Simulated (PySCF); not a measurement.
Species: C2H5O (doublet state).
Z-matrix (Å and degrees, PBE0-D3(BJ)/def2-SVP geometry), rows numbered from 1:
```
C 
C   1  1.4822
O   2  1.4032  1  113.56
H   1  1.0937  2  119.00  3   -34.22
H   1  1.0926  2  121.16  3   158.24
H   2  1.1097  1  110.21  3   118.32
H   2  1.1114  1  109.83  3  -126.46
H   3  0.9631  2  107.30  1   -55.52
```

Computed, not measured: PBE0-D3(BJ)/def2-SVP geometry optimisation, gas phase (PySCF).

Masses are those of the commonest isotopes; rigid-rotor values at the optimised geometry. The values belong to one conformer with, in the numbering `[CH2:1][CH2:2][OH:3]`, H–C1–C2–O3 -34° and 158°, C1–C2–O3–H -56°.

(1) Give the principal moments of inertia and the rotational constants in GHz.

(2) Classify the top.

(3) Is it planar, by Δ = Ic − Ia − Ib?

(4) Give the coordinates in the principal-axis frame, origin at the centre of mass.

(5) List the rotational levels J(Ka,Kc) to J = 2 (MHz).

(6) Predict some low-J microwave lines.

Results:

(1) Ia = 12.95, Ib = 50.67, Ic = 58.55 u·Å²; 505379 MHz·u·Å²/I gives 39025, 9974 and 8631 MHz, that is A = 39.025, B = 9.9739, C = 8.6314 GHz.

(2) A near-prolate asymmetric top: κ = (2 × 9974 − 39025 − 8631)/(39025 − 8631) = -0.91.

(3) Not planar: Δ = Ic − Ia − Ib = -5.07 u·Å². For a rigid frame Δ = −2 Σ m c², so Σ m c² = 2.53 u·Å² lies off the ab plane: 2.52 from hydrogen and 0.02 from heavier atoms. The atom farthest from that plane is 0.94 Å away.

(4) The sense of each axis is arbitrary; atoms in the order of the calculation.
```tsv
atom	mass (u)	a (Å)	b (Å)	c (Å)
C1	12.000	1.276	0.272	0.011
C2	12.000	0.035	-0.538	-0.016
O3	15.995	-1.138	0.233	-0.026
H4	1.008	1.296	1.229	-0.516
H5	1.008	2.219	-0.151	0.368
H6	1.008	-0.003	-1.151	-0.940
H7	1.008	0.046	-1.273	0.817
H8	1.008	-1.103	0.817	0.739
```

(5) Above 0(0,0):
J = 1: 1(0,1) 18605, 1(1,1) 47656, 1(1,0) 48999
J = 2: 2(0,2) 55770, 2(1,2) 83524, 2(1,1) 87552, 2(2,1) 174705, 2(2,0) 174750
The levels of one J sum to (2J + 1)J(J + 1)(A + B + C)/3.

(6) The dipole components are |μa| = 1.08 D, |μb| = 0.04 D, |μc| = 0.98 D. The squared components, which scale the intensities, stand as 1.00 : 0.00 : 0.84 (a : b : c). Some lines, for components of 0.1 D or more:

```tsv
type	branch	J(Ka,Kc)	MHz	lower level (cm⁻¹)
a	Q	4(2,2) ← 4(2,3)	678	10.171
a	Q	1(1,0) ← 1(1,1)	1342	1.590
a	Q	2(1,1) ← 2(1,2)	4027	2.786
a	Q	4(1,3) ← 4(1,4)	13418	6.970
c	Q	1(1,1) ← 1(0,1)	29051	0.621
a	R	2(1,2) ← 1(1,1)	35868	1.590
a	R	2(1,1) ← 1(1,0)	38553	1.634
c	R	1(1,0) ← 0(0,0)	48999	0.000
a	R	3(1,3) ← 2(1,2)	53774	2.786
a	R	3(0,3) ← 2(0,2)	55634	1.860
a	R	3(1,2) ← 2(1,1)	57801	2.920
c	R	2(1,1) ← 1(0,1)	68947	0.621
a	R	4(0,4) ← 3(0,3)	73970	3.716
a	R	4(2,3) ← 3(2,2)	74386	7.689
a	R	4(3,2) ← 3(3,1)	74509	12.647
a	R	4(3,1) ← 3(3,0)	74515	12.647
a	R	4(2,2) ← 3(2,1)	74837	7.697
a	R	4(1,3) ← 3(1,2)	77012	4.848
c	Q	4(2,3) ← 4(1,3)	82542	7.417
c	Q	3(2,2) ← 3(1,2)	85168	4.848
c	R	3(1,2) ← 2(0,2)	89582	1.860
c	R	4(1,3) ← 3(0,3)	110960	3.716
c	R	4(2,3) ← 3(1,3)	167608	4.580
c	R	3(3,0) ← 2(2,0)	204411	5.829
c	Q	4(4,1) ← 4(3,1)	207968	15.133
c	R	4(3,1) ← 3(2,1)	222928	7.697
c	R	4(4,0) ← 3(3,0)	282483	12.647
c	R	4(4,1) ← 3(3,1)	282484	12.647
```

For this open shell read J as N, the rotation without spin; fine and hyperfine splittings come on top. No frequency check. ⟨S²⟩ = 0.755 (exact for a doublet: 0.75). Zero-point vibration and centrifugal distortion are left out.

Time: 20 s wall. Hardware: x86-64 server, one thread, no GPU, on a shared host. These figures are those of the optimisation.
